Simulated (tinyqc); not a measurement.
Inside a calculation. Method: ROHF in the sto-3g basis, for CH, spin multiplicity 4. One step of it, computed by the program tinyqc.

Problem. Iteration 1: diagonalisation and new density. Diagonalise F' = X^T F X, C = X C', fill 5 alpha and 2 beta electrons from the bottom; D(s) = C_occ C_occ^T. Each column has its largest component positive (the first on a tie).

effective F (hartree), order 1C 1s, 1C 2s, 1C 2px, 1C 2py, 1C 2pz, 2H 1s:
$$\begin{pmatrix}
-13.056369 & -3.224876 & 0.000000 & 0.000000 & 0.009456 & -1.051851 \\
-3.224876 & -1.806651 & 0.000000 & 0.000000 & 0.000228 & -0.830461 \\
0.000000 & 0.000000 & -0.884132 & 0.041786 & 0.000000 & 0.000000 \\
0.000000 & 0.000000 & 0.041786 & -0.653034 & 0.000000 & 0.000000 \\
0.009456 & 0.000228 & 0.000000 & 0.000000 & -0.721685 & -0.392797 \\
-1.051851 & -0.830461 & 0.000000 & 0.000000 & -0.392797 & -0.512952
\end{pmatrix}$$

X, order 1C 1s, 1C 2s, 1C 2px, 1C 2py, 1C 2pz, 2H 1s:
$$\begin{pmatrix}
1.025797 & -0.145277 & 0.000000 & 0.000000 & -0.014196 & 0.027712 \\
-0.145277 & 1.237177 & 0.000000 & 0.000000 & 0.189129 & -0.464884 \\
0.000000 & 0.000000 & 1.000000 & 0.000000 & 0.000000 & 0.000000 \\
0.000000 & 0.000000 & 0.000000 & 1.000000 & 0.000000 & 0.000000 \\
-0.014196 & 0.189129 & 0.000000 & 0.000000 & 1.167988 & -0.414087 \\
0.027712 & -0.464884 & 0.000000 & 0.000000 & -0.414087 & 1.374839
\end{pmatrix}$$

Give: F' = X^T F X; orbital energies; coefficients C; D(alpha) after iteration 1; D(beta) after iteration 1.

Solution.

F' = X^T F X (hartree):
$$\begin{pmatrix}
-12.8693 & -1.4633 & 0.0000 & 0.0000 & 0.0145 & -0.2656 \\
-1.4633 & -1.1364 & 0.0000 & 0.0000 & 0.1084 & -0.3980 \\
0.0000 & 0.0000 & -0.8841 & 0.0418 & 0.0000 & 0.0000 \\
0.0000 & 0.0000 & 0.0418 & -0.6530 & 0.0000 & 0.0000 \\
0.0145 & 0.1084 & 0.0000 & 0.0000 & -0.6250 & -0.2742 \\
-0.2656 & -0.3980 & 0.0000 & 0.0000 & -0.2742 & 0.0178
\end{pmatrix}$$

orbital energies (hartree): MO1 -13.0565, MO2 -1.0766, MO3 -0.8915, MO4 -0.7239, MO5 -0.6457, MO6 0.2442

coefficients C, order 1C 1s, 1C 2s, 1C 2px, 1C 2py, 1C 2pz, 2H 1s:
$$\begin{pmatrix}
1.0006 & -0.2554 & 0.0000 & 0.0064 & 0.0000 & 0.0883 \\
-0.0039 & 1.0374 & 0.0000 & -0.0467 & 0.0000 & -0.8515 \\
0.0000 & 0.0000 & 0.9850 & 0.0000 & 0.1726 & 0.0000 \\
0.0000 & 0.0000 & -0.1726 & 0.0000 & 0.9850 & 0.0000 \\
-0.0028 & 0.0099 & 0.0000 & 0.9623 & 0.0000 & -0.8034 \\
0.0040 & -0.0090 & 0.0000 & 0.0729 & 0.0000 & 1.5077
\end{pmatrix}$$

D(alpha) after iteration 1, order 1C 1s, 1C 2s, 1C 2px, 1C 2py, 1C 2pz, 2H 1s:
$$\begin{pmatrix}
1.0665 & -0.2691 & 0.0000 & 0.0000 & 0.0009 & 0.0068 \\
-0.2691 & 1.0785 & 0.0000 & 0.0000 & -0.0347 & -0.0128 \\
0.0000 & 0.0000 & 1.0000 & 0.0000 & 0.0000 & 0.0000 \\
0.0000 & 0.0000 & 0.0000 & 1.0000 & 0.0000 & 0.0000 \\
0.0009 & -0.0347 & 0.0000 & 0.0000 & 0.9262 & 0.0700 \\
0.0068 & -0.0128 & 0.0000 & 0.0000 & 0.0700 & 0.0054
\end{pmatrix}$$

D(beta) after iteration 1, order 1C 1s, 1C 2s, 1C 2px, 1C 2py, 1C 2pz, 2H 1s:
$$\begin{pmatrix}
1.0665 & -0.2688 & 0.0000 & 0.0000 & -0.0053 & 0.0063 \\
-0.2688 & 1.0763 & 0.0000 & 0.0000 & 0.0102 & -0.0094 \\
0.0000 & 0.0000 & 0.0000 & 0.0000 & 0.0000 & 0.0000 \\
0.0000 & 0.0000 & 0.0000 & 0.0000 & 0.0000 & 0.0000 \\
-0.0053 & 0.0102 & 0.0000 & 0.0000 & 0.0001 & -0.0001 \\
0.0063 & -0.0094 & 0.0000 & 0.0000 & -0.0001 & 0.0001
\end{pmatrix}$$
